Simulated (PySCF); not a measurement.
## B: ionisation energy

B [He] 2s2 2p1 (2P) → B⁺ [He] 2s2 (1S), as a difference of total energies. Calculation: PySCF 2.14, in dyall-av2z (11s7p2d, 42 functions); no relativity, point nucleus. Correlated levels: valence: 1s2 frozen; virtual orbitals above 40 to 60 times the deepest correlated orbital energy dropped. The calculations carry no spin-orbit coupling.

```json
{"method": "UHF", "ionisation energy (eV)": "8.047"}
{"method": "MP2 (valence)", "ionisation energy (eV)": "8.191"}
{"method": "SCS-MP2 (valence)", "ionisation energy (eV)": "8.150"}
{"method": "CCSD (valence)", "ionisation energy (eV)": "8.106"}
{"method": "CCSD(T) (valence)", "ionisation energy (eV)": "8.134"}
{"method": "CCSDT (valence)", "ionisation energy (eV)": "8.145"}
```

Errors of the correlated levels include the incompleteness of this basis and the frozen core.

The coupled-cluster amplitudes are large for B⁺ (T1 above 0.03 or a double amplitude above 0.15), so a single reference is strained.

Question: Which method comes closest to the reference value, and which is furthest?

Answer: The reference is 8.297 eV (measured; NIST levels, between the centres of gravity of the two terms). Closest: MP2 (valence) (error -0.106 eV); furthest: UHF (error -0.250 eV).
